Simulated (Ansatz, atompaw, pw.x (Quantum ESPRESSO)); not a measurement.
**From atom to crystal: PAW (atompaw) potential for Ta (Z = 73)**

tantalum, PAW, made with atompaw 4.2.0.5 (LDA (PW92), scalar-relativistic). Core [Kr] 4d10 4f14, reference 5s2 5p6 5d3 6s2 6p0. Waves: 5s (bound): rc 1.50 bohr; 6s (bound): rc 2.25 bohr; 5p (bound): rc 1.70 bohr; 6p (bound, empty): rc 1.80 bohr; 5d (bound): rc 2.25 bohr; 5d channel at 3.95 Ry: rc 2.25 bohr. Local part: bessel scheme, radius 1.90 bohr. Core correction: smooth core density matched at 1.45 bohr. Augmentation charge: sinc compensation charge, radius 1.70 bohr; PAW radius 2.25 bohr; waves and projectors: custom polynom2 7 10 vanderbiltortho.

Atomic tests: cutoffs needed: 21 Ry and 55 Ry (the cutoffs (Ry, on a coarse ladder) from which the occupation-weighted sum of valence levels, in a spherical-Bessel basis at the reference potential, stays within 10 and 1 mRy of its value at 400 Ry); ghost test: no extra level below or beside the all-electron valence levels (s, p, d, f tested) (spherical-Bessel basis up to 400 Ry, 20 bohr box); lowest eigenvalue of the overlap operator: 0.49 (s channel).

Crystal test: bcc Ta in pw.x 7.5, no spin, 14³ k-points, Fermi–Dirac smearing 0.01 Ry, cutoffs 70/700 Ry. The reference is all-electron LAPW (Ansatz 0.2.0) with the same functional, mesh and smearing; V0 and B0 come from Birch–Murnaghan fits to the pressures at five volumes. Errors are pseudo minus all-electron; Δ is the rms difference of the E(V) curves that follow from these fits, minima aligned, over ±6 % about the mean V0. Mesh and smearing are coarse, so the numbers serve the comparison and aren't converged zero-temperature values; the lattice is a test structure that the element need not adopt.

All-electron: a0 = 3.255 Å (V0 = 17.24 Å³/atom), B0 = 217.7 GPa.

Q: How far does the potential miss the all-electron equation of state?

A: mean pressure error (GPa): -0.60; a0 (Å): 3.252; a0 error (%): -0.09; B0 error (%): +0.4; Δ (meV/atom): 2.2.

```tsv
V (Å³/atom)	P all-electron (GPa)	P pseudo (GPa)
16.272	13.97	13.29
16.700	7.30	6.67
17.128	1.38	0.78
17.556	-3.88	-4.44
17.984	-8.54	-9.07
```

Q: At the middle volume, how do free energy and pressure move when the wave cutoff is lowered (ecutrho held at 700 Ry)?

A:

| cutoff (Ry) | shift of F (meV/atom) | shift of P (GPa) |
| --- | --- | --- |
| 32 | +13.2 | -0.12 |
| 42 | +9.5 | -0.04 |
| 56 | +1.2 | -0.02 |

Input at the middle volume:

```
&control
  calculation='scf', prefix='x', pseudo_dir='./', outdir='./tmp', tstress=.true., disk_io='none'
/
&system
  ibrav=0, nat=1, ntyp=1, ecutwfc=70, ecutrho=700, nbnd=14,
  occupations='smearing', smearing='fd', degauss=0.01
/
&electrons
  conv_thr=1e-09, mixing_beta=0.4, electron_maxstep=70
/
ATOMIC_SPECIES
Ta 1.0 Ta.UPF
CELL_PARAMETERS angstrom
  -1.62386113 1.62386113 1.62386113
  1.62386113 -1.62386113 1.62386113
  1.62386113 1.62386113 -1.62386113
ATOMIC_POSITIONS crystal
Ta 0.0000 0.0000 0.0000
K_POINTS automatic
14 14 14 0 0 0
```

```bash
pw.x < Ta.scf.in > Ta.scf.out
```

Lines of the output:

```
Message from routine setup:
     using ibrav=0 with symmetry is DISCOURAGED, use correct ibrav instead
     lattice parameter (alat)  =       5.3151  a.u.
     unit-cell volume          =     115.5855 (a.u.)^3
     number of electrons       =        13.00
     number of Kohn-Sham states=           14
     kinetic-energy cutoff     =      70.0000  Ry
     charge density cutoff     =     700.0000  Ry
     scf convergence threshold =      1.0E-09
     Exchange-correlation= SLA PW NOGX NOGC
     number of k points=   104  Fermi-Dirac smearing, width (Ry)=  0.0100
     iteration #  1     ecut=    70.00 Ry     beta= 0.40
     total energy              =    -708.77248347 Ry
     estimated scf accuracy    <       0.02282990 Ry
     iteration #  2     ecut=    70.00 Ry     beta= 0.40
     total energy              =    -708.77258420 Ry
     estimated scf accuracy    <       0.00326157 Ry
     iteration #  3     ecut=    70.00 Ry     beta= 0.40
     total energy              =    -708.77308092 Ry
     estimated scf accuracy    <       0.00020498 Ry
     iteration #  4     ecut=    70.00 Ry     beta= 0.40
     total energy              =    -708.77309411 Ry
     estimated scf accuracy    <       0.00000218 Ry
     iteration #  5     ecut=    70.00 Ry     beta= 0.40
     total energy              =    -708.77309496 Ry
     estimated scf accuracy    <       0.00000028 Ry
     iteration #  6     ecut=    70.00 Ry     beta= 0.40
     total energy              =    -708.77309498 Ry
     estimated scf accuracy    <       0.00000001 Ry
     iteration #  7     ecut=    70.00 Ry     beta= 0.40
     total energy              =    -708.77309498 Ry
     estimated scf accuracy    <          9.7E-09 Ry
     iteration #  8     ecut=    70.00 Ry     beta= 0.40
     the Fermi energy is    18.7958 ev
!    total energy              =    -708.77309499 Ry
     estimated scf accuracy    <          1.1E-11 Ry
     smearing contrib. (-TS)   =      -0.00535264 Ry
     The total energy is F=E-TS. E is the sum of the following terms:
     one-electron contribution =      -9.51317085 Ry
     hartree contribution      =      15.98520798 Ry
     xc contribution           =     -19.66813331 Ry
     ewald contribution        =    -100.21180189 Ry
     one-center paw contrib.   =    -595.35984427 Ry
     convergence has been achieved in   8 iterations
          total   stress  (Ry/bohr**3)                   (kbar)     P=        7.85
     Message from routine punch:
     Nothing written, as per user request (disk_io='none')
```

The run at the middle volume (104 k-points, 8 iterations) took about 14 s on one core of a shared host (AMD EPYC 9R45 96-Core Processor, 96 threads, 376 GiB, load 69).
